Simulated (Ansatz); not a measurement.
```xyz
13

O     1.828   -0.958    0.121
C     1.291    0.190   -0.508
C    -0.054    0.608    0.055
C    -1.133   -0.440   -0.142
O    -2.392   -0.031    0.352
H     2.022   -0.736    1.036
H     1.996    1.030   -0.456
H     1.187   -0.077   -1.563
H    -0.371    1.542   -0.421
H     0.055    0.828    1.127
H    -0.819   -1.391    0.304
H    -1.279   -0.619   -1.211
H    -2.329    0.054    1.307
```

Total charge 0; spin multiplicity 1.

Q: List the CAM-B3LYP/def2-TZVPP orbital energies in eV (Ansatz 0.2.0). (An estimate is asked.)

A: The calculation gave: Occupied: -522.52, -522.35, -280.15, -279.91, -278.80, -30.26, -30.05, -23.45, -20.49, -18.72, -16.18, -15.47, -14.91, -14.04, -13.21, -12.95, -11.88, -10.90, -10.70, -9.90, -9.06. Lowest empty: 1.56, 1.99, 2.67, 3.06, 3.85, 4.13, 4.42, 4.81.
